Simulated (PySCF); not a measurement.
# S3: from structure and modes to constants

Level of theory: PBE/[S def2-TZVP], no relativity, density fitting, PySCF.

The singlet minimum has C2v symmetry. Masses (u): S 31.97207.

```xyz
3
charge 0 multiplicity 1, angstrom
S     0.0000    0.0000   -0.6591
S     1.6621    0.0000    0.3296
S    -1.6621    0.0000    0.3296
```

Harmonic wavenumbers (cm⁻¹): 254.8 (a1, ×1), 583.4 (a1, ×1), 668.5 (b2, ×1).

Q: What is the harmonic zero-point energy?

A: Half the sum of all 3 wavenumbers, 1507/2 = 753 cm⁻¹, which is 9.0 kJ/mol (1 cm⁻¹ = 0.0119627 kJ/mol).

Q: Find the vibrational entropy and heat capacity at 298.15 K.

A: With u = 1.43878 ω/T, each mode gives S = R[u/(eᵘ−1) − ln(1−e⁻ᵘ)] and C = R u² eᵘ/(eᵘ−1)².
| ω (cm⁻¹) | u | S (J/(mol K)) | C (J/(mol K)) |
| --- | --- | --- | --- |
| 254.8 | 1.230 | 7.10 | 7.34 |
| 583.4 | 2.815 | 2.00 | 4.47 |
| 668.5 | 3.226 | 1.45 | 3.73 |
The sums over all modes are S = 10.6 and C = 15.5 J/(mol K); the softest mode gives 67 % of the entropy.

Only a few start shapes were tried, so a lower isomer may exist.
